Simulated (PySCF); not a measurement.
## acrylonitrile: full NMR table

* Formula: C3H3N
* SMILES: C=CC#N
* InChI: InChI=1S/C3H3N/c1-2-3-4/h2H,1H2
* Point group of the computed structure: Cs
* Degrees of unsaturation: 3
* Carbon signals: 3
* Proton signals: 3

Numbering as in the mapped SMILES `[CH2:1]=[CH:2][C:3]#[N:4]` (H(Xn): hydrogen on atom n). Ha(C1) is cis to C3; Hb(C1) is trans to C3.

[PySCF: coordinates at the PBE0-D3(BJ)/def2-SVP level; B3LYP/pcJ-1 coupling constants; PBE/pcSseg-2 with gauge-including orbitals; non-relativistic Hamiltonian; in vacuum; one computed conformer]

Scale: ¹H (σ = 31.18 ppm) and ¹³C (σ = 179.39 ppm) against TMS; NH3 for ¹⁵N (σ = 261.04 ppm) (reference shieldings calculated alike).

| carbon | δC, type | δH (multiplicity, J in Hz) | HMBC from (abs. J ≥ 3 Hz) | span of the C tensor (ppm) |
| --- | --- | --- | --- | --- |
| C1 | 146.8, CH2 | Ha(C1) 6.35 (dd, 19.8, 1.7); Hb(C1) 6.13 (dd, 13.3, 1.7) | H(C2) | 259 |
| C2 | 117.9, CH | 5.79 (dd, 19.8, 13.3) | Ha(C1) | 204 |
| C3 | 123.7, C | – | Ha(C1), Hb(C1), H(C2) | 346 |

Other nuclei:
| atoms | nucleus | environment | δ (ppm) | σ (ppm) |
| --- | --- | --- | --- | --- |
| N4 | ¹⁵N | nitrile nitrogen | 320.2 | -59.2 |

Selected couplings (Hz, signed; the shortest-range and largest first, 30 at most; isotopes ¹³C, ¹H, ¹⁵N): ¹J(C2,H(C2)) 180.2, ¹J(C1,Hb(C1)) 174.6, ¹J(C1,Ha(C1)) 174.3, ¹J(C2,C3) 91.6, ¹J(C1,C2) 83.5, ¹J(C3,N4) -19.9, ²J(C2,N4) 4.2, ²J(C1,C3) -1.7, ²J(Ha(C1),Hb(C1)) 1.7, ³J(Ha(C1),H(C2)) 19.8, ³J(Hb(C1),H(C2)) 13.3, ³J(C1,N4) -2.1, ³J(N4,H(C2)) -1.7.

- Carbon types of the structure: 1 × C, 1 × CH, 1 × CH2, which accounts for all hydrogens.
- δC 146.8: terminal =CH2 carbon; the olefinic region.
- δC 123.7: nitrile carbon; typical of a nitrile.
- δC 117.9: alkene CH; as expected for a trigonal carbon in a double bond.
- δH 6.35, 6.13: hydrogen on a terminal =CH2 carbon; attached to an sp2 carbon and in the plane of the double bond.
- δH 5.79: hydrogen on an alkene CH; olefinic region.
- The protons at 6.35 and 5.79 share a coupling of 19.8 Hz (vicinal, trans across C=C).
- The protons at 6.13 and 5.79 share a coupling of 13.3 Hz (vicinal, cis across C=C).

Splittings below 1 Hz are ignored in the labels, and close J values are merged. Unscaled 3J(H,H) at this level run about 10 % above measured values. Shifts are as computed, not scaled to solution data. Of 1211 compounds with measured shifts, 218 miss one by over three times the rms of a fit or turn the order of signals round; such compounds aren't used in these exercises. Experimental scales use liquid or dissolved standards, which lie at an offset from isolated NH3 (liquid NH3: subtract about 20 ppm). Unscaled 15N shifts of sp2 nitrogen come out 20 to 40 ppm too high even then.
